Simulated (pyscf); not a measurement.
A first-order saddle from PySCF, ωB97X-D3(BJ)/def2-SVP:

```xyz
8

O     -1.6787     1.1948    -0.1948
Zn    -0.7475    -0.5401    -0.1873
O     -0.9170    -2.2234     0.3970
H     -1.8406     1.7280     0.5907
H     -0.1653    -2.7839     0.1777
O      0.3801     0.7780    -1.1428
H     -0.6257     1.3668    -0.7792
H      0.5383     0.7643    -2.0929
```
Charge 0, spin multiplicity 1.

Surface: singlet, charge 0. Lowest wavenumbers (cm⁻¹): 865i, 123, 136, 223, 385.

Which two sides does it connect, and which bonds change?

HO–Zn–OH (SMILES [OH][Zn][OH]) + H₂O (SMILES O) <-> H₂O (SMILES O) + HO–Zn–OH (SMILES [OH][Zn][OH]), a four-centre exchange read from left to right: O–Zn, H–O broken and H–O, O–Zn formed. At ωB97M-D3(BJ)/def2-TZVP it lies -5.1 kcal/mol from the left side and -5.1 kcal/mol from the right (each side as separated species at their lowest minima found). On the reactant side the descent ends in an adduct with a O–Zn contact, 14.2 kcal/mol under the separated species and 8.5 kcal/mol under the saddle at ωB97X-D3(BJ)/def2-TZVP. On the product side the descent ends in an adduct with a O–Zn contact, 14.3 kcal/mol under the separated species and 8.6 kcal/mol under the saddle at ωB97X-D3(BJ)/def2-TZVP. At ωB97M-D3(BJ) the saddle lies under the separated reactants, which points to a path from their complex (located at ωB97X-D3(BJ) alone). At ωB97M-D3(BJ) the saddle lies under the separated products, which points to a path from their complex (located at ωB97X-D3(BJ) alone). What is counted as formed (O–Zn) is already present as a longer contact in the reactant adduct; forming that adduct is a step of its own. What is counted as broken (O–Zn) persists as a longer contact in the product adduct; parting that adduct is a step of its own. One saddle was located; it need not be the lowest between these sides. Elements up to Kr have no core potential and no relativistic terms here.
